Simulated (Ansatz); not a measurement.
# ClF (chlorine monofluoride) at 5 levels

We compute a comparison of 5 runs (B2PLYP/cc-pVTZ, PBE/cc-pVTZ, revPBE/cc-pVTZ, wB97X/cc-pVTZ, CCSD(T)/cc-pVTZ) of ClF (chlorine monofluoride). 

The results are computed with Ansatz 0.2.0.

33 further runs of the same task are left out: 33 set aside as unsound or not needed.

**1. The molecule**

ClF has 2 atoms, charge 0, and is taken as a singlet. SMILES: `FCl`. The F1–Cl2 distance was set to 2.106 Å, away from the relaxed value.

Bond lengths: F1–Cl2 2.106 Å.

**2. A single-point energy at B2PLYP/cc-pVTZ (run 1)**

File input.yaml:

```yaml
crystal:
  periodic: [false, false, false]
  atoms:
    - {symbol: F, position_ang: [-0.000000, -0.000000, -0.454640]}
    - {symbol: Cl, position_ang: [0.000000, 0.000000, 1.650960]}
basis:
  gaussian:
    orbitals: cc-pVTZ
hamiltonian:
  xc: {name: B2PLYP}
correlation:
  frozen_orbitals: {Cl: 5, F: 1}
accuracy: high
output: {orbitals: {seedname: orbitals}}
```

On the command line:

```console
$ ansatz run input.yaml --threads 1 --pin off --max-ram 3480MiB --events-out events.jsonl --progress --plain --runs-dir runs
```

What it wrote:

```text
Warning: RAYON_NUM_THREADS=1 ignored (pool sized by the plan → 1); use --threads N
Functional definition: B2PLYP
  name "B2PLYP"
  parameter a = 0.53
  parameter c = 0.27
  exchange = (1 - a)*b88_x + a*exact_x
  correlation = (1 - c)*lyp_c + c*(mp2_os + mp2_ss)
840 factors; integrals over basis functions are off by at most 4.0e-9 eV
mean field evaluation 1: about -15226.1264 eV, gradient 3.1e1 eV
mean field evaluation 2: about -15226.1292 eV, gradient 3.1e1 eV
mean field evaluation 4: about -15228.1230 eV, gradient 2.5e0 eV
mean field evaluation 8: about -15228.1362 eV, gradient 9.8e-2 eV
mean field evaluation 16: about -15228.1362 eV, gradient 2.5e-6 eV
mean field -15228.13616808 eV, -559.6236821756 hartree, gradient 8.2e-9 eV, S^2 0.000000; 0 other end points of the search recorded, 0 dependent functions left out; unrestricted orbitals would lower it
6 core orbitals not correlated: weight in the atoms' cores, before any rotation towards them, 1.000 or more for the frozen orbitals, at most 0.000 for the correlated occupied ones
reference -15228.13618246 eV, -559.6236827039 hartree; 7, 7 occupied and 51, 51 virtual orbitals, 840 factors
second order -16.02134697 eV of doubles, -0.00000000 eV of singles
Total energy: -15232.46194614 eV, -559.7826515871 hartree
```

Run time: 2.2 s. Hardware: 1 thread of Arm Neoverse V2, shared host; peak memory 0.12 GiB.

**3. A single-point energy at PBE/cc-pVTZ (run 2)**

File input.yaml:

```yaml
crystal:
  periodic: [false, false, false]
  atoms:
    - symbol: F
      position_ang: [-0.000000, -0.000000, -0.454640]
    - symbol: Cl
      position_ang: [0.000000, 0.000000, 1.650960]
basis:
  gaussian:
    orbitals: cc-pVTZ
hamiltonian:
  xc: {name: PBE}
accuracy: high
output: {orbitals: {seedname: orbitals}}
```

On the command line:

```console
$ ansatz run input.yaml --threads 1 --pin off --max-ram 3480MiB --events-out events.jsonl --progress --plain --runs-dir runs
```

What it wrote:

```text
Warning: RAYON_NUM_THREADS=1 ignored (pool sized by the plan → 1); use --threads N
Functional definition: PBE
  name "PBE"
  parameter kappa = 0.804
  parameter beta = 0.06672455060314922
  exchange = pbe_x(kappa = kappa, mu = beta*pi^2/3)
  correlation = pbe_c(beta = beta)
840 factors; integrals over basis functions are off by at most 4.0e-9 eV
mean field evaluation 1: about -15227.6029 eV, gradient 3.6e1 eV
mean field evaluation 2: about -15193.4895 eV, gradient 1.1e2 eV
mean field evaluation 4: about -15230.0034 eV, gradient 3.1e0 eV
mean field evaluation 8: about -15230.0172 eV, gradient 9.0e-2 eV
mean field evaluation 16: about -15230.0172 eV, gradient 8.0e-6 eV
mean field -15230.01721888 eV, -559.6928095174 hartree, gradient 2.3e-8 eV, S^2 0.000000; 0 other end points of the search recorded, 0 dependent functions left out
reference -15230.01722044 eV, -559.6928095747 hartree; 13, 13 occupied and 51, 51 virtual orbitals, 840 factors
Total energy: -15230.01722044 eV, -559.6928095747 hartree
```

Run time: 1.5 s. Hardware: 1 thread of Arm Neoverse V2, shared host; peak memory 0.1 GiB.

Runs 3 to 4 aren't shown in full; the table further down has their settings and results.

**4. The energy at CCSD(T)/cc-pVTZ (run 5)**

File in.yaml:

```yaml
crystal:
  periodic: [false, false, false]
  atoms:
    - symbol: F
      position_ang: [-0.000000, -0.000000, -0.454640]
    - symbol: Cl
      position_ang: [0.000000, 0.000000, 1.650960]
basis:
  gaussian:
    orbitals: cc-pVTZ
total_charge: 0
correlation:
  method: ccsd_t
  frozen_orbitals: {Cl: 5, F: 1}
accuracy: high
scf:
  omitted_lower_state_checks: [cluster_reference, increment]
```

On the command line:

```console
$ ansatz run in.yaml --threads 1 --pin off --max-ram 3480MiB --events-out events.jsonl --progress --plain --runs-dir runs
```

What it wrote:

```text
Warning: RAYON_NUM_THREADS=1 ignored (pool sized by the plan → 1); use --threads N
[... 14 lines left out ...]
6 core orbitals not correlated: weight in the atoms' cores, before any rotation towards them, 1.000 or more for the frozen orbitals, at most 0.000 for the correlated occupied ones
[... 29 lines left out ...]
WARN: these amplitudes may be one of several solutions (largest doubles amplitude 0.25, level shift 1.39 eV)
Total energy: -15220.28652022 eV, -559.3352129374 hartree
Checks for a lower state left out: cluster_reference, increment
```

Run time: 2.5 s. Hardware: 1 thread of Arm Neoverse V2, shared host; peak memory 0.17 GiB.

**5. All runs side by side**

```csv
run,level,frozen core orbitals,energy (Eh),HOMO energy (eV),LUMO energy (eV),HOMO–LUMO gap (eV),wall time
1,B2PLYP/cc-pVTZ,6,-559.782652,-11.98,-5.16,6.83,2.2 s
2,PBE/cc-pVTZ,–,-559.692810,-8.67,-7.77,0.90,1.5 s
3,revPBE/cc-pVTZ,–,-559.858589,-8.62,-7.68,0.94,1.5 s
4,wB97X/cc-pVTZ,–,-559.925378,-13.01,-4.45,8.56,5.1 s
5,CCSD(T)/cc-pVTZ,6,-559.335213,–,–,–,2.5 s
```

**6. What came out**

| quantity | value |
| --- | --- |
| run 5: total energy | -559.33521 Eh |
| run 5: correlation energy (6 core orbitals frozen) | -517.3 mEh |
| run 5: (T) correction | -25.24 mEh |
| run 5: T1 diagnostic | 0.021 |

In words: Over runs 1, 2, 3, 4 the HOMO–LUMO gap runs from 0.90 eV (PBE/cc-pVTZ) to 8.56 eV (wB97X/cc-pVTZ). Totals of different functionals can't be ranked against each other. In runs 1, 5 the log says that unrestricted orbitals would lower the reference, so the values rest on an unstable closed-shell determinant (other closed-shell runs at this shape may share the fault). All runs together took 13 s, the longest 5.1 s.
